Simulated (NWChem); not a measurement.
System: ethane (C2H6); SMILES CC

Input file for NWChem:

```
start job
memory heap 200 mb stack 900 mb global 1100 mb
geometry units angstroms noautosym nocenter noautoz
  C      0.000000     0.000000     0.759558
  C      0.000000     0.000000    -0.759558
  H     -0.724029     0.724029     1.165167
  H      0.989042     0.265013     1.165167
  H     -0.265013    -0.989042     1.165167
  H     -0.989042    -0.265013    -1.165167
  H      0.724029    -0.724029    -1.165167
  H      0.265013     0.989042    -1.165167
end
basis spherical
  * library def2-svp
end
dft
  xc pbe0
  iterations 150
end
cosmo
  do_cosmo_smd true
  solvent water
end
task dft energy
```

NWChem printed, in part:

```
             Northwest Computational Chemistry Package (NWChem) 7.3.0
             --------------------------------------------------------

                             Geometry "geometry" -> ""
                             -------------------------

 Output coordinates in angstroms (scale by  1.889725989 to convert to a.u.)

  No.       Tag          Charge          X              Y              Z
 ---- ---------------- ---------- -------------- -------------- --------------
    1 C                    6.0000     0.00000000     0.00000000     0.75955800
    2 C                    6.0000     0.00000000     0.00000000    -0.75955800
    3 H                    1.0000    -0.72402900     0.72402900     1.16516700
    4 H                    1.0000     0.98904200     0.26501300     1.16516700
    5 H                    1.0000    -0.26501300    -0.98904200     1.16516700
    6 H                    1.0000    -0.98904200    -0.26501300    -1.16516700
    7 H                    1.0000     0.72402900    -0.72402900    -1.16516700
    8 H                    1.0000     0.26501300     0.98904200    -1.16516700

 Effective nuclear repulsion energy (a.u.)      42.1254118575

                                 NWChem DFT Module
                                 -----------------

 Summary of "ao basis" -> "ao basis" (spherical)
 ------------------------------------------------------------------------------
       Tag                 Description            Shells   Functions and Types
 ---------------- ------------------------------  ------  ---------------------
 C                          def2-svp                 6       14   3s2p1d
 H                          def2-svp                 3        5   2s1p

 in cosmo_initialize ...
 calling solv_data for solv:h2o

 solvent parameters
 solvname_short: h2o
 solvname_long:  water
 dielec:       78.4000
 dielecinf:     1.7769
 aqueous SMD model solvent descriptors
 dielec:       78.4000
 sola:          0.8200

          ---------------
          -cosmo- solvent
          ---------------
 Cosmo: York-Karplus, doi: 10.1021/jp992097l
 dielectric constant -eps-     =  78.40
 screen = (eps-1)/(eps    )    =   0.98724
 surface charge correction     = lagrangian

   van der Waals surface
 --------------------------

 ---------- ATOMIC COORDINATES (A.U.) ------------ VDWR(ANG.) --
     1    0.00000000    0.00000000    1.43535649     1.850
     2    0.00000000    0.00000000   -1.43535649     1.850
     3   -1.36821642    1.36821642    2.20184636     1.200
     4    1.86901837    0.50080195    2.20184636     1.200
     5   -0.50080195   -1.86901837    2.20184636     1.200
     6   -1.86901837   -0.50080195   -2.20184636     1.200
     7    1.36821642   -1.36821642   -2.20184636     1.200
     8    0.50080195    1.86901837   -2.20184636     1.200
 number of segments per atom =        128
 number of   points per atom =        128
 atom (   nspa,  nppa )
 ----------------------
    1 (     56,     0 )       0
    2 (     56,     0 )       0
    3 (     55,     0 )       0
    4 (     56,     0 )       0
    5 (     56,     0 )       0
    6 (     56,     0 )       0
    7 (     55,     0 )       0
    8 (     56,     0 )       0
 number of -cosmo- surface points =      446
 molecular surface =     70.737 angstrom**2
 molecular volume  =     47.252 angstrom**3
 -lineq- algorithm             =   0
 -bem- low  level              =   3
 -bem- from -octahedral-
 gaussian surface charge width =   4.50000
 degree of switching           =   1.00000
 switching function tolerance  =   0.00010
 atomic radii =
 --------------
    1  6.000  1.850
    2  6.000  1.850
    3  1.000  1.200
    4  1.000  1.200
    5  1.000  1.200
    6  1.000  1.200
    7  1.000  1.200
    8  1.000  1.200
 ...... end of -cosmo- initialization ......

 nat:                     8
 ixmem:                  3618
 calling mnsol_interface()
 G(SMD-CDS) energy (kcal/mol)  =     2.311
 SMD-CDS SASA (angstrom**2)    =    98.003

            General Information
            -------------------
          SCF calculation type: DFT
          Wavefunction type:  closed shell.
          No. of atoms     :     8
          No. of electrons :    18
           Alpha electrons :     9
            Beta electrons :     9
          Charge           :     0
          Spin multiplicity:     1
          Use of symmetry is: off; symmetry adaption is: off
          Maximum number of iterations: 150
          AO basis - number of functions:    58
                     number of shells:    30
          Convergence on energy requested:  1.00D-06
          Convergence on density requested:  1.00D-05
          Convergence on gradient requested:  5.00D-04

              XC Information
              --------------
                         PBE0 Method XC Functional
                     Hartree-Fock (Exact) Exchange  0.250
          PerdewBurkeErnzerhof Exchange Functional  0.750
            Perdew 1991 LDA Correlation Functional  1.000 local
           PerdewBurkeErnz. Correlation Functional  1.000 non-local

             Grid Information
             ----------------
          Grid used for XC integration:  medium
          Radial quadrature: Mura-Knowles
          Angular quadrature: Lebedev.
          Tag              B.-S. Rad. Rad. Pts. Rad. Cut. Ang. Pts.
          ---              ---------- --------- --------- ---------
          C                   0.70       49           8.0       434
          H                   0.35       45           9.0       434
          Grid pruning is: on
          Number of quadrature shells:   368
          Spatial weights used:  Erf1

      Superposition of Atomic Density Guess
      -------------------------------------

 Sum of atomic energies:         -78.24529510

      Non-variational initial energy
      ------------------------------

 Total energy =     -79.609894
 1-e energy   =    -186.278241
 2-e energy   =      64.542935
 HOMO         =      -0.422715
 LUMO         =       0.101797

   convergence    iter        energy       DeltaE   RMS-Dens  Diis-err
 ---------------- ----- ----------------- --------- --------- ---------
     COSMO gas phase
 d= 0,ls=0.0,diis     1    -79.6503069340 -1.22D+02  5.17D-03  1.12D-01
 d= 0,ls=0.0,diis     2    -79.6633011677 -1.30D-02  1.37D-03  6.29D-03
 d= 0,ls=0.0,diis     3    -79.6634607466 -1.60D-04  7.60D-04  4.81D-03
 d= 0,ls=0.0,diis     4    -79.6640914007 -6.31D-04  4.52D-05  1.48D-05
 d= 0,ls=0.0,diis     5    -79.6640934459 -2.05D-06  5.63D-06  2.15D-07
 d= 0,ls=0.0,diis     6    -79.6640934717 -2.58D-08  3.63D-07  4.09D-10

   convergence    iter        energy       DeltaE   RMS-Dens  Diis-err
 ---------------- ----- ----------------- --------- --------- ---------
     COSMO solvation phase
 d= 0,ls=0.0,diis     1    -79.6611198446  2.97D-03  5.45D-04  1.27D-04
 d= 0,ls=0.0,diis     2    -79.6611446594 -2.48D-05  1.01D-04  6.06D-05
 d= 0,ls=0.0,diis     3    -79.6611516726 -7.01D-06  4.15D-05  5.90D-06
 d= 0,ls=0.0,diis     4    -79.6611525339 -8.61D-07  3.13D-06  5.18D-08

         Total DFT energy =      -79.661152533868
      One electron energy =     -189.027834896753
           Coulomb energy =       80.141382714673
    Exchange-Corr. energy =      -12.950964160824
 Nuclear repulsion energy =       42.125411857545

             COSMO energy =        0.050851951492

 Numeric. integr. density =       18.000002425901

                                COSMO-SMD solvation results
                                ---------------------------

             internal energy in gas <Psi(g)|H|Psi(g)> =       -79.664093471692
         internal energy in solvent <Psi(s)|H|Psi(s)> =       -79.664059369163
                               delta internal energy  =         0.000034102529 (    0.02 kcal/mol)
   total free energy in solvent <Psi(s)|H+V/2|Psi(s)> =       -79.664835059040
 polarization energy contribution <Psi(s)|V/2|Psi(s)> =        -0.000775689877 (   -0.49 kcal/mol)
    total free energy in solvent including G(SMD-CDS) =       -79.661152533868
                       G(SMD-CDS) energy contribution =         0.003682525172 (    2.31 kcal/mol)
     1 M fixed-concentration free energy of solvation =         0.002940937824 (    1.85 kcal/mol)

                       DFT Final Molecular Orbital Analysis
                       ------------------------------------

 Vector    7  Occ=2.000000D+00  E=-3.836943D-01
              MO Center=  1.0D-10,  8.3D-11,  3.6D-09, r^2= 1.7D+00
   Bfn.  Coefficient  Atom+Function         Bfn.  Coefficient  Atom+Function
  ----- ------------  ---------------      ----- ------------  ---------------
     6      0.413112  1 C  pz                20     -0.413112  2 C  pz
     9      0.185342  1 C  pz                23     -0.185342  2 C  pz
    29      0.112604  3 H  s                 34      0.112386  4 H  s
    39      0.112386  5 H  s                 44      0.112386  6 H  s
    49      0.112604  7 H  s                 54      0.112386  8 H  s

 Vector    8  Occ=2.000000D+00  E=-3.494544D-01
              MO Center= -7.4D-10, -5.7D-10, -3.5D-09, r^2= 2.4D+00
   Bfn.  Coefficient  Atom+Function         Bfn.  Coefficient  Atom+Function
  ----- ------------  ---------------      ----- ------------  ---------------
    34      0.249834  4 H  s                 39     -0.249836  5 H  s
    44      0.249834  6 H  s                 54     -0.249835  8 H  s
     4      0.218557  1 C  px                 5      0.218559  1 C  py
    18     -0.218557  2 C  px                19     -0.218559  2 C  py
    35      0.127612  4 H  s                 40     -0.127612  5 H  s

 Vector    9  Occ=2.000000D+00  E=-3.494487D-01
              MO Center=  3.6D-10, -3.8D-10, -3.2D-09, r^2= 2.4D+00
   Bfn.  Coefficient  Atom+Function         Bfn.  Coefficient  Atom+Function
  ----- ------------  ---------------      ----- ------------  ---------------
    29      0.288447  3 H  s                 49      0.288447  7 H  s
     4     -0.218564  1 C  px                 5      0.218561  1 C  py
    18      0.218564  2 C  px                19     -0.218561  2 C  py
    30      0.147382  3 H  s                 50      0.147382  7 H  s
    34     -0.144340  4 H  s                 39     -0.144337  5 H  s

 Vector   10  Occ=0.000000D+00  E= 7.722944D-02
              MO Center=  4.3D-10, -6.7D-10,  2.1D-10, r^2= 5.8D+00
   Bfn.  Coefficient  Atom+Function         Bfn.  Coefficient  Atom+Function
  ----- ------------  ---------------      ----- ------------  ---------------
     3      1.702304  1 C  s                 17      1.702304  2 C  s
    30     -0.823383  3 H  s                 35     -0.823299  4 H  s
    40     -0.823299  5 H  s                 45     -0.823299  6 H  s
    50     -0.823383  7 H  s                 55     -0.823299  8 H  s
     9      0.446773  1 C  pz                23     -0.446773  2 C  pz

 Vector   11  Occ=0.000000D+00  E= 1.234894D-01
              MO Center= -7.3D-11, -8.6D-10, -5.0D-10, r^2= 6.5D+00
   Bfn.  Coefficient  Atom+Function         Bfn.  Coefficient  Atom+Function
  ----- ------------  ---------------      ----- ------------  ---------------
     3      2.860916  1 C  s                 17     -2.860916  2 C  s
    30     -0.946544  3 H  s                 35     -0.943008  4 H  s
    40     -0.943008  5 H  s                 45      0.943008  6 H  s
    50      0.946544  7 H  s                 55      0.943008  8 H  s
     9     -0.259827  1 C  pz                23     -0.259827  2 C  pz

 Vector   12  Occ=0.000000D+00  E= 1.374685D-01
              MO Center= -3.9D-09,  5.4D-09,  9.7D-09, r^2= 5.5D+00
   Bfn.  Coefficient  Atom+Function         Bfn.  Coefficient  Atom+Function
  ----- ------------  ---------------      ----- ------------  ---------------
    30      1.277031  3 H  s                 50     -1.277031  7 H  s
    35     -0.641139  4 H  s                 40     -0.641149  5 H  s
    45      0.641139  6 H  s                 55      0.641149  8 H  s
     7      0.521905  1 C  px                 8     -0.521910  1 C  py
    21      0.521905  2 C  px                22     -0.521910  2 C  py

     Multipole analysis of the density
     ---------------------------------

     L   x y z        total         alpha         beta         nuclear
     -   - - -        -----         -----         ----         -------
     0   0 0 0     -0.000000     -9.000000     -9.000000     18.000000

     1   1 0 0      0.000000      0.000000      0.000000      0.000000
     1   0 1 0      0.000000      0.000000      0.000000     -0.000000
     1   0 0 1      0.000000      0.000000      0.000000     -0.000000

     2   2 0 0    -10.928675    -11.080386    -11.080386     11.232097
     2   1 1 0     -0.000424     -0.000212     -0.000212     -0.000000
     2   1 0 1      0.000892      0.000446      0.000446     -0.000000
     2   0 2 0    -10.928675    -11.080386    -11.080386     11.232097
     2   0 1 1     -0.000892     -0.000446     -0.000446      0.000000
     2   0 0 2    -11.373387    -32.592565    -32.592565     53.811744
```

Level: PBE0/def2-SVP, SMD on the gas-phase geometry. Geometry: optimised at PBE0/def2-SVP. Solvent: water.
